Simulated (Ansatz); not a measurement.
# BClF radical: how energies converge with the basis set

One table from this session's results is given with a row withheld; the runs are named, their logs left out.

Program: Ansatz 0.2.0, Gaussian basis. Level of theory: one geometry, several basis sets. These are calculated values, not measurements.

Levels to be run: PBE0-D4/def2-SVP; ωB97M-V/def2-SVP; PBE0-D4/def2-QZVPP; ωB97M-V/def2-QZVPP; CCSD(T)/cc-pV(D+d)Z; CCSD(T)/cc-pV(T+d)Z; CCSD(T)/cc-pV(Q+d)Z; the functionals' def2-TZVPP values are taken from earlier runs.

**The geometry**

All runs share one geometry, relaxed beforehand with PBE0-D4 in a triple-zeta def2 set.

SMILES `F[B]Cl`, 3 atoms, charge 0, spin multiplicity 2.

Atoms are counted from 1 here; the program's logs count them from 0.

Bond lengths: F1–B2 1.300 Å, B2–Cl3 1.737 Å. Angles: F1–B2–Cl3 122.7°.

Set-up of the first run:

Contents of in.yaml:

```yaml
crystal:
  periodic: [false, false, false]
  atoms:
    - {symbol: F, position_ang: [0.509834, 1.078873, 0.388411]}
    - {symbol: B, position_ang: [-0.363167, 0.289659, -0.165022]}
    - {symbol: Cl, position_ang: [-0.157667, -1.433232, -0.236689]}
basis:
  gaussian: {orbitals: def2-SVP}
magnetization: {spin_polarized: true, initial_magnetization: 1}
hamiltonian: {xc: pbe0, dispersion: d4}
output: {orbitals: {seedname: orbitals}}
```

On the command line:

```console
$ ansatz run in.yaml --threads 4 --pin off --events-out ev --progress --plain --max-ram 10444MiB
```

Among the steps run: PBE0-D4 in def2-SVP; ωB97M-V in def2-SVP; PBE0-D4 in def2-QZVPP; ωB97M-V in def2-QZVPP.

One of the session's tables, all rows but one given; the rest of the session is left out.

It belongs to the step «Functionals by basis». 

```
functional       basis  HOMO (eV)  LUMO (eV)
   PBE0-D4    def2-SVP      -6.66      -1.86
   PBE0-D4  def2-TZVPP      -6.81      -2.09
   PBE0-D4  def2-QZVPP      -6.84      -2.12
   ωB97M-V    def2-SVP          ?          ?
   ωB97M-V  def2-TZVPP      -8.67      -0.60
   ωB97M-V  def2-QZVPP      -8.71      -0.64
```

Q: Estimate the row for ωB97M-V, def2-SVP from the others.

The run gave: HOMO (eV): -8.46; LUMO (eV): -0.24. In the column «HOMO (eV)» it lies between ωB97M-V, def2-TZVPP (-8.67) and PBE0-D4, def2-QZVPP (-6.84).
